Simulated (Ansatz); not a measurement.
# SiH+ (triplet): from Hartree-Fock to the top rungs at distance Si1–H2 = 1.869 Å, cc-pVQZ

Aim: climb from Hartree-Fock through coupled cluster and multireference methods for SiH+ (triplet) at one geometry and basis, and see what each rung misses.

Program: Ansatz 0.2.0, Gaussian basis. Level of theory: cc-pVQZ, core rule «outside noble gas», up to 5 orbitals frozen. These are calculated values, not measurements.

To be run: UHF; CCSD(T) on ROHF; CCSD(T) on UHF; BCCD(T) on ROHF; CCSDT(Q) on ROHF; CCSDT(Q) on UHF; CASSCF and NEVPT2, 4 electrons in 5 orbitals; Full CI.

17 further runs of the same task are left out: 2 for a known fault of the program, 12 that didn't finish, 3 set aside as unsound or not needed.

## Step 1: The geometry

The geometry derives from a PBE0/def2-TZVP stationary point (not a proven minimum). One bond is set to the value named and the two fragments are kept rigid.

2 atoms, charge 1, spin multiplicity 3.

Atoms are counted from 1 here; the program's logs count them from 0.

No contacts short enough for the rule that draws bonds.

## Step 2: UHF

File in.yaml:

```yaml
crystal:
  periodic: [false, false, false]
  atoms:
    - {symbol: Si, position_ang: [0.000000, 0.000000, 0.000000]}
    - {symbol: H, position_ang: [0.000000, 0.000000, 1.869000]}
basis:
  gaussian: {orbitals: cc-pVQZ}
total_charge: 1
magnetization: {spin_polarized: true, initial_magnetization: 2}
hamiltonian: {xc: hf}
output: {orbitals: {seedname: orbitals}}
```

On the command line:

```sh
$ ansatz run in.yaml --threads 1 --pin off --events-out ev --progress --plain --max-ram 2393MiB
```

After this run come: CCSD(T) on ROHF; CCSD(T) on UHF; BCCD(T) on ROHF; CCSDT(Q) on ROHF; CCSDT(Q) on UHF; CASSCF and NEVPT2, 4 electrons in 5 orbitals; Full CI.

Before running them: what should the planned runs give, taken together? Wanted: FCI below the RHF energy; RMP2 from FCI; UMP2 from FCI; RCCSD from FCI; RCCSD(T) from FCI; UCCSD(T) from FCI; RCCSDT(Q) from FCI; UCCSDT(Q) from FCI; NEVPT2 valence from FCI.

The runs gave:

```
                         quantity                                                              value
         FCI below the RHF energy                                                         -2.2824 eV
                    RMP2 from FCI                                                         +575.0 meV
                    UMP2 from FCI                                                         +600.7 meV
                   RCCSD from FCI                                                          +83.5 meV
                RCCSD(T) from FCI                                                          +19.2 meV
                UCCSD(T) from FCI                                                          +18.5 meV
               RCCSDT(Q) from FCI                                                           +0.1 meV
               UCCSDT(Q) from FCI                                                           -1.0 meV
          NEVPT2 valence from FCI                                                         +324.0 meV
levels within 1 kcal/mol (43 meV)  RCCSD(T), UCCSD(T), BCCD(T), RCCSDT, UCCSDT, RCCSDT(Q), UCCSDT(Q)
                    T1 diagnostic                                                              0.046
   effectively unpaired electrons                                                               2.04
```

In words: RCCSD(T) lands +19.2 meV from the yardstick (0.8 % of the correlation energy). The occupations are near whole numbers, but T1 = 0.046 shows that the orbitals relax strongly. These misses are within one basis, not against nature; the frozen cores of restricted and unrestricted runs differ, which can shift their rows.
